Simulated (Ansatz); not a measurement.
Theory: DFT, PBEsol, plane waves (420 eV) with PAW, scalar-relativistic (Ansatz 0.2.0). (PAW data from PBE, frozen cores regenerated.)

An element in the hcp structure gives this curve. The cell is scaled uniformly from the relaxed one, with fractional coordinates and shape fixed. Energies are extrapolated to zero smearing, pressures are those at the given smearing. Magnetic state: spin not included.

```json
{"V (Å³/atom)": "19.771", "E − E₀ (meV/atom)": "118.0", "P (GPa)": "15.51"}
{"V (Å³/atom)": "20.670", "E − E₀ (meV/atom)": "49.1", "P (GPa)": "9.44"}
{"V (Å³/atom)": "21.568", "E − E₀ (meV/atom)": "11.4", "P (GPa)": "4.33"}
{"V (Å³/atom)": "22.467", "E − E₀ (meV/atom)": "0.0", "P (GPa)": "0.02"}
{"V (Å³/atom)": "23.366", "E − E₀ (meV/atom)": "10.9", "P (GPa)": "-3.61"}
{"V (Å³/atom)": "24.264", "E − E₀ (meV/atom)": "40.6", "P (GPa)": "-6.68"}
{"V (Å³/atom)": "25.163", "E − E₀ (meV/atom)": "86.1", "P (GPa)": "-9.25"}
```

Which element is it?
A. indium
B. zirconium
C. antimony
D. mercury

B. Its fit is V₀ = 22.45 Å³/atom, B₀ = 99 GPa, B₀′ = 3.2.
